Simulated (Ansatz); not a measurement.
A made-up structure of CHS2, doublet:

```json
{"atom": "S1", "x (Å)": "1.0820", "y (Å)": "0.0284", "z (Å)": "2.3732"}
{"atom": "C2", "x (Å)": "-0.1156", "y (Å)": "0.6069", "z (Å)": "-0.8910"}
{"atom": "S3", "x (Å)": "0.1218", "y (Å)": "-0.2439", "z (Å)": "0.5255"}
{"atom": "H4", "x (Å)": "-0.6893", "y (Å)": "-0.1235", "z (Å)": "-1.4019"}
```

It is relaxed with PBE-D4/def2-SVP and then PBE0-D4/def2-TZVP (Ansatz 0.2.0). Atoms count as bonded within 1.22 times the sum of their covalent radii (H–H: 0.88 Å). The end point is not checked to be a true minimum.

(1) Does its bonding change? (Judge from chemistry; the calculation decides.)

## Answers

(1) By the calculation: No: no bond forms or breaks.

Where it ends: The first stage lowers the energy by 0.53 eV in 7 steps. It ends as CHS₂ ([CH][S][S]):
```csv
atom,x (Å),y (Å),z (Å)
S1,1.0728,0.2265,2.1457
C2,-0.1126,0.3748,-0.6413
S3,0.0693,-0.4928,0.6687
H4,-0.6306,0.1593,-1.5673
```

Labels in which every atom is bracketed show which atoms are joined, not bond orders.

For scale, one of the runs: PBE0-D4/def2-TZVP relaxation, 111 basis functions, launched by `ansatz run in.yaml --threads 2 --pin off --events-out ev --progress --plain --max-ram 4352MiB`. The run took about 20 s on 2 CPU threads of an Arm Neoverse V2 (shared host).
